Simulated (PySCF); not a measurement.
Isomers of C2H7N: computed energies against enthalpies of formation

**Experimental background.**

CRC Handbook of Chemistry and Physics lists, for the gas at 298.15 K: enthalpy of formation of `CCN` (ethylamine) -47.5 kJ/mol; enthalpy of formation of `CNC` -18.8 kJ/mol.

How close the calculation comes is told at the end.

Differences of these values give the isomerisation enthalpies. Geometries: PBE0-D3(BJ)/def2-SVP; runs in PySCF, gas phase, with a dispersion term only where the level names one. Total electronic energies (Eh):

```
SMILES  PBE0-D3(BJ)/def2-SVP
   CCN            -134.91187
   CNC            -134.90176
```

Zero-point and thermal terms are left out, so the computed numbers are electronic energies.

## Comparison

Relative to `CCN`, the lowest by measurement, in kJ/mol (measured: enthalpies at 298.15 K; computed: electronic energies):

```csv
SMILES,measured,PBE0-D3(BJ)/def2-SVP
CCN,0.0,0.0
CNC,28.7,26.5
```

Measured values: -47.5 kJ/mol (298.15 K; CRC Handbook of Chemistry and Physics) for the first row; the others come from the same table. Unsigned miss: PBE0-D3(BJ)/def2-SVP 2.2 kJ/mol. One conformer stands for `CCN`, not necessarily the lowest, while the measurement averages over conformers. Where a level misses, the cause wasn't examined.

Conformer computed: `[CH3:1][CH2:2][NH2:3]`: H–N3–C2–C1 179°, H–N3–C2–C1 -64°.
